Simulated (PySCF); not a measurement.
Ionisation energy of Be by level of theory

Be [He] 2s2 (1S) → Be⁺ [He] 2s1 (2S), as a difference of total energies. Calculation: PySCF 2.14, in aug-pcseg-2 (5s3p2d, 24 functions); the non-relativistic Hamiltonian (point nucleus). Correlated levels: valence: 1s2 frozen. The calculations carry no spin-orbit coupling.

| method | ionisation energy (eV) | error (eV) |
| --- | --- | --- |
| UHF | 8.023 | -1.300 |
| LDA | 9.017 | -0.306 |
| PBE | 9.008 | -0.315 |
| PBE0 | 8.974 | -0.349 |
| r2SCAN | 8.780 | -0.543 |
| CAM-B3LYP | 9.123 | -0.200 |
| wB97M-V | 9.039 | -0.284 |
| BP86 | 9.118 | -0.205 |
| PBEsol | 8.891 | -0.432 |
| MP2 (valence) | 8.684 | -0.639 |
| SCS-MP2 (valence) | 8.816 | -0.507 |

Reference: 9.323 eV (measured; NIST Atomic Spectra Database, ionization energies).

Errors of the correlated levels include the incompleteness of this basis and the frozen core.

MP2 underrates the near-degeneracy of ns² with np² in the lower species.
